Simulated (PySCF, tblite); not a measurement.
Isomerisation enthalpies of C2H6O

**The experiment to reproduce.**

From CRC Handbook of Chemistry and Physics, for the gas at 298.15 K: enthalpy of formation of `CCO` (ethanol) -234.8 kJ/mol; enthalpy of formation of `COC` (dimethyl ether) -184.1 kJ/mol.

The results are set against them at the end.

Differences of these values give the isomerisation enthalpies. Geometries: GFN2-xTB; runs in PySCF, gas phase, with a dispersion term only where the level names one. Total electronic energies (Eh):

```
SMILES  PBE0/pcSseg-1  PBE0/def2-SVPD
   CCO     -154.84017      -154.75768
   COC     -154.82350      -154.73798
```

Geometry of `CCO` (Å):
```
atom  x, y, z in Å
C1     0.9186    0.0594    0.0421
C2    -0.5225   -0.4305   -0.0534
O3    -1.4159    0.5777   -0.4639
H4     1.5727   -0.7614    0.3227
H5     1.0053    0.8450    0.7918
H6     1.2437    0.4572   -0.9162
H7    -0.8375   -0.8476    0.9148
H8    -0.6073   -1.2145   -0.8089
H9    -1.3435    1.3208    0.1458
```

Geometry of `COC` (Å):
```
atom  x, y, z in Å
C1     1.167    0.056   -0.037
O2    -0.035    0.256   -0.733
C3    -1.168   -0.028    0.045
H4     1.271   -0.988    0.287
H5     1.230    0.705    0.846
H6     1.973    0.302   -0.726
H7    -1.175   -1.075    0.373
H8    -2.035    0.160   -0.585
H9    -1.214    0.617    0.932
```

Zero-point energy and H(298.15 K) − H(0) from GFN2-xTB harmonic wavenumbers (unscaled, rigid rotor, ideal gas), added at every level, kJ/mol: `CCO` 218.9, `COC` 217.0.

## Comparison

Relative to `CCO`, the lowest by measurement, in kJ/mol (measured: enthalpies at 298.15 K; computed: electronic energies):

| SMILES | measured | PBE0/pcSseg-1 | PBE0/def2-SVPD |
| --- | --- | --- | --- |
| CCO | 0.0 | 0.0 | 0.0 |
| COC | 50.7 | 41.9 | 49.8 |

Measured values: -234.8 kJ/mol (298.15 K; CRC Handbook of Chemistry and Physics) for the first row; the others come from the same table. Unsigned miss: PBE0/def2-SVPD 0.9, PBE0/pcSseg-1 8.8 kJ/mol. One conformer stands for `CCO`, not necessarily the lowest, while the measurement averages over conformers. Where a level misses, the cause wasn't examined.
